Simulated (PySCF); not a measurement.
Stepwise substitution at one centre (B Cl-OH). All species are isolated molecules in the gas phase. One relaxed conformer stands for each flexible species; it need not be the lowest. Strings in code marks are SMILES.

The HOMO–LUMO gap from two functionals at the same geometries (PBE0-D3(BJ)/def2-TZVP), both in PySCF: PBE-D3(BJ)/def2-TZVP and ωB97X-D3(BJ)/def2-TZVP. 

| species | PBE-D3(BJ)/def2-TZVP (eV) | ωB97X-D3(BJ)/def2-TZVP (eV) |
|---|---|---|
| 0 of 3 Cl replaced by OH (`ClB(Cl)Cl`) | 5.04 | 12.12 |
| 1 of 3 Cl replaced by OH (`ClB(O)Cl` (H–O–B–Cl torsion 180°)) | 6.26 | 13.50 |
| 2 of 3 Cl replaced by OH | 7.32 | 14.04 |
| 3 of 3 Cl replaced by OH (`OB(O)O`) | 6.70 | 13.77 |

Over these rows, drawn at random from the members with no instability flagged (it was tested for open shells, ions and some series alone), PBE minus ωB97X-D3(BJ): mean -7.03 eV, from -7.24 eV to -6.72 eV.
